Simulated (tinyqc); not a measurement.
Worked calculation: UHF in the sto-3g basis, for BH3, spin multiplicity 1. One step of it, computed by the program tinyqc.

Task: Orthogonalisation. S = U s U^T; symmetric (Loewdin) form X = U s^(-1/2) U^T, so that X^T S X = 1.

overlap S, order 1B 1s, 1B 2s, 1B 2px, 1B 2py, 1B 2pz, 2H 1s, 3H 1s, 4H 1s:
```
[[1.000000, 0.269328, 0.000000, 0.000000, 0.000000, 0.069392, 0.069368, 0.069368],
 [0.269328, 1.000000, 0.000000, 0.000000, 0.000000, 0.485542, 0.485464, 0.485464],
 [0.000000, 0.000000, 1.000000, 0.000000, 0.000000, 0.494256, -0.247283, -0.247283],
 [0.000000, 0.000000, 0.000000, 1.000000, 0.000000, 0.000000, 0.427892, -0.427892],
 [0.000000, 0.000000, 0.000000, 0.000000, 1.000000, -0.011818, -0.011816, -0.011816],
 [0.069392, 0.485542, 0.494256, 0.000000, -0.011818, 1.000000, 0.113728, 0.113728],
 [0.069368, 0.485464, -0.247283, 0.427892, -0.011816, 0.113728, 1.000000, 0.113842],
 [0.069368, 0.485464, -0.247283, -0.427892, -0.011816, 0.113728, 0.113842, 1.000000]]
```

Give: eigenvalues of S; X.

Result:

eigenvalues of S: [0.244, 0.335, 0.335, 0.951, 1.001, 1.551, 1.551, 2.033]

X, order 1B 1s, 1B 2s, 1B 2px, 1B 2py, 1B 2pz, 2H 1s, 3H 1s, 4H 1s:
```
[[1.034, -0.183, 0.000, 0.000, 0.001, 0.028, 0.028, 0.028],
 [-0.183, 1.465, 0.000, 0.000, -0.010, -0.363, -0.363, -0.363],
 [0.000, 0.000, 1.222, 0.000, 0.000, -0.376, 0.188, 0.188],
 [0.000, 0.000, 0.000, 1.222, 0.000, 0.000, -0.325, 0.325],
 [0.001, -0.010, 0.000, 0.000, 1.000, 0.009, 0.009, 0.009],
 [0.028, -0.363, -0.376, 0.000, 0.009, 1.290, -0.018, -0.018],
 [0.028, -0.363, 0.188, -0.325, 0.009, -0.018, 1.290, -0.018],
 [0.028, -0.363, 0.188, 0.325, 0.009, -0.018, -0.018, 1.290]]
```
